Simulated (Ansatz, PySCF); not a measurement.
Breaking a bond: SMILES C1CC1 (C3H6). The C1–H9 bond (C1 also carries C, C, H; H9 carries nothing else) is pulled apart rigidly from the PBE0/def2-TZVP optimised geometry.

Methods: UHF/cc-pVDZ (PySCF); RHF/cc-pVDZ (PySCF); UKS-M06-2X = unrestricted M06-2X/cc-pVDZ run with PySCF; RKS-M06-2X = restricted M06-2X/cc-pVDZ (PySCF); UKS-BHandHLYP = unrestricted BHandHLYP/cc-pVDZ (PySCF); RKS-BHandHLYP = restricted BHandHLYP/cc-pVDZ in PySCF; UKS-PBE0 = unrestricted PBE0/cc-pVDZ (PySCF 2.14.0); RKS-PBE0 = restricted PBE0/cc-pVDZ (PySCF); UKS-PBE = unrestricted PBE/cc-pVDZ run with Ansatz (a first-principles code); RKS-PBE = Ansatz with restricted PBE/cc-pVDZ; UKS-B3LYP/6-31G* = unrestricted B3LYP/6-31G*, spherical d (PySCF 2.14.0); RKS-B3LYP/6-31G* = restricted B3LYP/6-31G*, spherical d (PySCF).

Scanned distances (Å): 0.86, 0.93, 0.97, 1.01, 1.06, 1.08, 1.12, 1.15, 1.20, 1.26, 1.34, 1.46, 1.63, 1.77, 1.94, 2.19, 2.39, 2.66, 2.91, 3.23, 3.78.

### Question
Where does the unrestricted solution first break spin symmetry (<S²> of 0.01 or more)?

### Answer
UHF: between 1.63 and 1.77 Å; UKS-M06-2X: between 1.94 and 2.19 Å; UKS-BHandHLYP: between 1.77 and 1.94 Å; UKS-PBE0: between 1.94 and 2.19 Å; UKS-PBE: between 1.94 and 2.19 Å; UKS-B3LYP/6-31G*: between 1.94 and 2.19 Å.

| R / Å | <S²> UHF | E(RHF) − E(UHF) / kcal/mol | <S²> UKS-M06-2X | E(RKS-M06-2X) − E(UKS-M06-2X) / kcal/mol | <S²> UKS-BHandHLYP | E(RKS-BHandHLYP) − E(UKS-BHandHLYP) / kcal/mol | <S²> UKS-PBE0 | E(RKS-PBE0) − E(UKS-PBE0) / kcal/mol | <S²> UKS-PBE | E(RKS-PBE) − E(UKS-PBE) / kcal/mol | <S²> UKS-B3LYP/6-31G* | E(RKS-B3LYP/6-31G*) − E(UKS-B3LYP/6-31G*) / kcal/mol |
|---|---|---|---|---|---|---|---|---|---|---|---|---|
| 0.86 | 0.00 | 0.0 | 0.00 | 0.0 | 0.00 | 0.0 | 0.00 | 0.0 | 0.00 | 0.0 | — | — |
| 0.93 | 0.00 | 0.0 | 0.00 | 0.0 | 0.00 | 0.0 | 0.00 | 0.0 | 0.00 | 0.0 | — | — |
| 0.97 | 0.00 | 0.0 | 0.00 | 0.0 | 0.00 | 0.0 | 0.00 | 0.0 | 0.00 | 0.0 | — | — |
| 1.01 | 0.00 | 0.0 | 0.00 | 0.0 | 0.00 | 0.0 | 0.00 | 0.0 | 0.00 | 0.0 | — | — |
| 1.06 | 0.00 | 0.0 | 0.00 | 0.0 | 0.00 | 0.0 | 0.00 | 0.0 | 0.00 | 0.0 | 0.00 | 0.0 |
| 1.08 | 0.00 | 0.0 | 0.00 | 0.0 | 0.00 | 0.0 | 0.00 | 0.0 | 0.00 | 0.0 | 0.00 | 0.0 |
| 1.12 | 0.00 | 0.0 | 0.00 | 0.0 | 0.00 | 0.0 | 0.00 | 0.0 | 0.00 | 0.0 | 0.00 | 0.0 |
| 1.15 | 0.00 | 0.0 | 0.00 | 0.0 | 0.00 | 0.0 | 0.00 | 0.0 | 0.00 | 0.0 | 0.00 | 0.0 |
| 1.20 | 0.00 | 0.0 | 0.00 | 0.0 | 0.00 | 0.0 | 0.00 | 0.0 | 0.00 | 0.0 | 0.00 | 0.0 |
| 1.26 | 0.00 | 0.0 | 0.00 | 0.0 | 0.00 | 0.0 | 0.00 | 0.0 | 0.00 | 0.0 | 0.00 | 0.0 |
| 1.34 | 0.00 | 0.0 | 0.00 | 0.0 | 0.00 | 0.0 | 0.00 | 0.0 | 0.00 | 0.0 | 0.00 | 0.0 |
| 1.46 | 0.00 | 0.0 | 0.00 | 0.0 | 0.00 | 0.0 | 0.00 | 0.0 | 0.00 | 0.0 | 0.00 | 0.0 |
| 1.63 | 0.00 | 0.0 | 0.00 | 0.0 | 0.00 | 0.0 | 0.00 | 0.0 | 0.00 | 0.0 | 0.00 | 0.0 |
| 1.77 | 0.31 | 2.3 | 0.00 | 0.0 | 0.00 | 0.0 | 0.00 | 0.0 | 0.00 | 0.0 | 0.00 | 0.0 |
| 1.94 | 0.59 | 11.0 | 0.00 | 0.0 | 0.18 | 0.7 | 0.00 | 0.0 | 0.00 | 0.0 | 0.00 | 0.0 |
| 2.19 | 0.81 | 28.1 | 0.48 | 2.4 | 0.56 | 7.8 | 0.45 | 3.1 | 0.01 | 0.0 | 0.34 | 1.9 |
| 2.39 | 0.90 | 42.2 | 0.73 | 10.3 | 0.75 | 16.1 | 0.70 | 9.5 | 0.48 | 2.2 | 0.61 | 6.9 |
| 2.66 | 0.96 | 59.5 | 0.88 | 22.0 | 0.89 | 27.9 | 0.87 | 19.4 | 0.78 | 8.3 | 0.81 | 15.2 |
| 2.91 | 0.98 | 73.5 | 0.95 | 32.1 | 0.95 | 37.8 | 0.94 | 28.0 | 0.90 | 14.4 | 0.91 | 22.7 |
| 3.23 | 1.00 | 88.5 | 0.98 | 43.0 | 0.98 | 48.5 | 0.98 | 37.2 | 0.97 | 21.1 | 0.97 | 31.1 |
| 3.78 | 1.01 | 107.9 | 0.00 | — | 1.00 | 61.8 | 1.00 | 48.1 | 1.00 | 28.9 | 1.00 | 41.3 |

A dash means that the run gave no value there, or that the column was ended at a point which the program doubted or which failed a test of continuity chosen for this set; such a test can also cut sound points.
